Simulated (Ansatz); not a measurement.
```yaml
crystal:
  periodic: [false, false, false]
  atoms:
    - {symbol: C, position_ang: [-0.945147, -0.436741, 0.592527]}
    - {symbol: C, position_ang: [0.177354, 0.174579, -0.209643]}
    - {symbol: N, position_ang: [1.371830, 0.241836, 0.530163]}
    - {symbol: F, position_ang: [-0.265277, 1.449058, -0.610447]}
    - {symbol: S, position_ang: [0.579027, -0.762418, -1.723672]}
    - {symbol: H, position_ang: [-1.133173, 0.173483, 1.480768]}
    - {symbol: H, position_ang: [-0.679971, -1.448099, 0.895829]}
    - {symbol: H, position_ang: [-1.856721, -0.467983, -0.002805]}
    - {symbol: H, position_ang: [2.101651, 0.727448, 0.026729]}
    - {symbol: H, position_ang: [1.229431, 0.662401, 1.438629]}
    - {symbol: H, position_ang: [-0.513603, -0.370564, -2.397380]}
basis:
  gaussian: {orbitals: "6-311G**"}
hamiltonian: {xc: {name: B97}}
output: {forces: true}
```

```sh
$ ansatz run in.yaml --threads 4 --pin off --events-out ev --progress --plain --max-ram 10444MiB
```

(1) How does Ansatz answer? (Best estimate.)

## Answers

(1) Computed: The program refused the input.
```
Error: <dir> can't be read: No such file or directory (os error 2)
```
